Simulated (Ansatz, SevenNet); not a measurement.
For A-type hexagonal La2O3, the machine-learned potential SevenNet-0 (trained on PBE and PBE+U data) gives:

```
Property               Value
-------------------  -------
lattice parameter a  3.938 Å
lattice parameter c  6.185 Å
```

What does r²SCAN+SOC (Ansatz, an electronic-structure program, PAW) give for the same quantities?


- lattice constant a: 3.935 Å (falls by 0.1 %)
- lattice parameter c: 6.126 Å (drops by 1.0 %)

For comparison: lattice constant a 3.934 Å (measured, 300 K, no zero-point or thermal correction, our sources range from 3.934 to 3.940; as tabulated in Santana et al. (2016), arXiv:1608.06321); lattice parameter c 6.13 Å (measured, temperature not stated, not corrected to a static lattice; as tabulated in Rustad et al. (2011), arXiv:1107.4261).

Changes are worked out from the printed values.

Unless a cell is named, each level is at its own relaxed cell (SevenNet-0 16.62, r²SCAN+SOC 16.43 Å³/atom).

Ansatz's density-functional and Hartree–Fock values are scalar-relativistic unless marked +SOC, with PAW data made under PBE.
